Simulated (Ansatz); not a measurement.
Task: a ladder of methods at one geometry of AlH5S, SMILES [AlH3-][SH2+], with the Python package of Ansatz (0.2.0). Give the script and its output. Use (for the species named): r2scan0, def2-SVP basis, multiplicity 1. The script varies functional: r2scan0, hf, cam_b3lyp, pbe0, lda, r2scan.

```csv
atom,x (Å),y (Å),z (Å)
Al,-0.4033,-0.6927,-0.3938
S,0.8308,0.6287,0.8913
H,-0.3798,-2.1659,0.0603
H,-1.8938,-0.1469,-0.3018
H,0.0423,-0.5384,-1.9381
H,0.0577,1.5906,1.5114
H,1.8074,1.2566,0.1250
```

Script `methods.py`:
```python
'''AlH5S at several levels of theory.'''

from pathlib import Path

import ansatz as az
import numpy as np

GEOMETRY = '''
Al   -0.40330   -0.69270   -0.39380
S     0.83080    0.62870    0.89130
H    -0.37980   -2.16590    0.06030
H    -1.89380   -0.14690   -0.30180
H     0.04230   -0.53840   -1.93810
H     0.05770    1.59060    1.51140
H     1.80740    1.25660    0.12500
'''


def main() -> None:
    geometry = az.Crystal.molecule()
    for line in GEOMETRY.strip().splitlines():
        symbol, *xyz = line.split()
        geometry = geometry.atom(symbol, [float(v) for v in xyz])

    job = geometry.calculation().basis(gaussian='def2-SVP')

    print('functional    E (Ha)        dipole (D)   HOMO (eV)  LUMO (eV)')
    for name in ['r2scan0', 'hf', 'cam_b3lyp', 'pbe0', 'lda', 'r2scan']:
        r = job.functional(name).forces().orbitals().run(threads=1, runs_dir='runs').report
        lines = Path(r['orbitals_path']).read_text().splitlines()
        field_of = lambda key: [line.split('=')[1].strip() for line in lines if line.startswith(key)]
        orbitals = [(27.211386 * float(e), s, float(n)) for e, s, n in zip(field_of('Ene='), field_of('Spin='), field_of('Occup='))]
        homo = max(e for e, _, n in orbitals if n > 0.5)
        lumo = min(e for e, _, n in orbitals if n < 0.5)
        dipole = 4.803205 * np.linalg.norm(r['charge_distribution']['dipole_moment_e_ang'])
        print(f'{name:10s} {r["free_energy_ev"] / 27.211386246:14.6f} {dipole:9.3f} {homo:11.3f} {lumo:10.3f}')


if __name__ == '__main__':
    main()
```

```console
$ python methods.py
functional    E (Ha)        dipole (D)   HOMO (eV)  LUMO (eV)
r2scan0       -643.299643     6.783      -7.376     -1.196
hf            -642.098515     7.181     -10.200      1.795
cam_b3lyp     -643.372955     6.762      -8.526     -0.430
pbe0          -643.103273     6.651      -7.182     -1.470
lda           -640.874097     6.376      -5.992     -2.458
r2scan        -643.307396     6.641      -6.263     -1.989
```

Total energies depend on the basis set; only differences at equal settings carry meaning. The geometry is a force-field or estimated start, not a minimum of this method, and the basis set is short of its limit. A lower total doesn't mark the better method: functionals have no common bound, and MP2 and coupled cluster aren't variational. Levels such as HOMO and LUMO are orbital energies: with these approximate functionals they aren't the ionisation energy and electron affinity, and their gap isn't the fundamental gap. Run time: 12 s on 1 thread of Intel(R) Xeon(R) Platinum 8259CL CPU @ 2.50GHz (Skylake/Cascade Lake), on a shared host, peak memory 0.2 GiB.

(Lines on the test bed's own set-up are left out of the output.)
